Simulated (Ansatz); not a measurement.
in.yaml

```yaml
crystal:
  periodic: [false, false, false]
  atoms:
    - {symbol: Al, position_ang: [0.000000, 0.000000, 0.050833]}
    - {symbol: N, position_ang: [0.000000, 0.000000, -1.681761]}
    - {symbol: H, position_ang: [0.000000, 0.000000, 1.630928]}
basis:
  gaussian: {orbitals: cc-pVDZ}
magnetization: {spin_polarized: true, initial_magnetization: 1}
correlation: {method: ccsdt_q, electrons: outside_noble_gas, diis_vectors: 2}
accuracy: high
scf: {lower_state_search: light}
```

```sh
$ ansatz run in.yaml --threads 1 --pin off --events-out ev --progress --plain --max-ram 2393MiB
```

Output:

```
724 factors; integrals over basis functions are off by at most 3.8e-9 eV
mean field evaluation 1: about -8073.6834 eV, gradient 2.2e1 eV
mean field evaluation 2: about -8073.6871 eV, gradient 2.2e1 eV
mean field evaluation 4: about -8076.7371 eV, gradient 1.9e0 eV
mean field evaluation 8: about -8076.8394 eV, gradient 5.7e-1 eV
mean field evaluation 16: about -8076.9907 eV, gradient 1.3e-4 eV
mean field evaluation 32: about -8076.6839 eV, gradient 1.9e0 eV
mean field evaluation 64: about -8076.8956 eV, gradient 2.2e0 eV
mean field evaluation 96: about -8074.7079 eV, gradient 9.3e-1 eV
mean field evaluation 128: about -8074.8931 eV, gradient 1.2e0 eV
mean field evaluation 160: about -8076.0968 eV, gradient 4.8e0 eV
...
cycle  58  -6.20133094 eV  change    5.4e-8 eV  update   4.2e-8
cycle  59  -6.20133087 eV  change    7.1e-8 eV  update   3.3e-8
cycle  60  -6.20133083 eV  change    4.3e-8 eV  update   1.5e-8
cycle  61  -6.20133082 eV  change    9.3e-9 eV  update   7.0e-9
cycle  62  -6.20133082 eV  change    2.6e-9 eV  update   4.2e-9
cycle  63  -6.20133082 eV  change    2.0e-9 eV  update   2.9e-9
cycle  64  -6.20133082 eV  change  -3.9e-10 eV  update   2.1e-9
cycle  65  -6.20133082 eV  change  -3.0e-10 eV  update   1.7e-9
cycle  66  -6.20133082 eV  change   -1.3e-9 eV  update   1.3e-9
cycle  67  -6.20133082 eV  change  -5.3e-10 eV  update  9.7e-10
perturbative correction -0.04557165 eV, -0.0016747273 hartree
Total energy: -8083.23756684 eV, -297.0535015661 hartree
```

Ran on 1 thread of Arm Neoverse V1, shared host: 23 s wall, 0.2 GiB peak host memory.
